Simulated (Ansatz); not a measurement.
# One elementary step

Start structure (C$_{2}$H$_{7}$Al, closed shell), relaxed at PBE0-D4/def2-TZVP:

```csv
atom,x (Å),y (Å),z (Å)
Al1,0.5622,0.1741,-0.3702
H2,1.8483,0.5442,-1.2381
C3,-1.2051,0.4979,-1.1380
H4,-1.3178,-0.0304,-2.0912
C5,0.8179,-0.6037,1.4040
H6,-2.0262,0.1918,-0.4853
H7,-1.3380,1.5615,-1.3663
H8,-0.0904,-0.6003,2.0117
H9,1.1434,-1.6471,1.3119
H10,1.6059,-0.0881,1.9617
```

The step: C₂H₇Al ([CH3][AlH][CH3]) → C₂H₅Al ([CH2][Al][CH3]) + H₂; bonds formed: H2–H4; bonds broken: Al1–H2, C3–H4. Ansatz 0.2.0; basis: def2-TZVPP and def2-QZVPP; cores frozen in the correlated methods. Extrapolation: Hartree–Fock as exp(−7.88 √X), correlation as X^−2.97. Energies below are by CCSD(T) at an estimated basis limit (MP2 extrapolated from triple and quadruple zeta, plus CCSD(T) − MP2 in triple zeta).

(1) What are the electronic barrier and the energy of the step, from the start structure to the end structure? (An estimate is asked for; the value comes from the calculation.)

T1 diagnostic: at most 0.015. The restricted Hartree–Fock reference is unstable towards an unrestricted one at one or more of these structures.

Results:

(1) The calculation gives: Barrier 298.0 kJ/mol; step energy 270.4 kJ/mol (uphill); reverse barrier, their difference, 27.5 kJ/mol. Barrier and step energy count from the start structure, the reverse barrier from the end structure.

The saddle point: One imaginary mode of 792i cm⁻¹.
```json
{"pair": "H2–H4", "start (Å)": "3.33", "saddle (Å)": "0.92", "end (Å)": "0.77"}
{"pair": "Al1–H2", "start (Å)": "1.60", "saddle (Å)": "1.81", "end (Å)": "2.11"}
{"pair": "C3–H4", "start (Å)": "1.10", "saddle (Å)": "1.77", "end (Å)": "2.75"}
```

Zero-point energy (harmonic, PBE0-D4): ZPE is 201.6 kJ/mol at the start and 192.5 kJ/mol at the saddle, so the barrier goes from 298.0 to 288.8 kJ/mol.

Labels in which every atom is bracketed show which atoms are joined, not bond orders.

For scale, one of the runs: CCSD(T)/def2-TZVPP, 202 basis functions, launched by `ansatz run in.yaml --threads 2 --pin off --events-out ev --progress --plain --max-ram 4352MiB`. The run took 53 s on 2 CPU threads of an Arm Neoverse V1 (shared host), with 2.4 GiB of host memory at its peak.
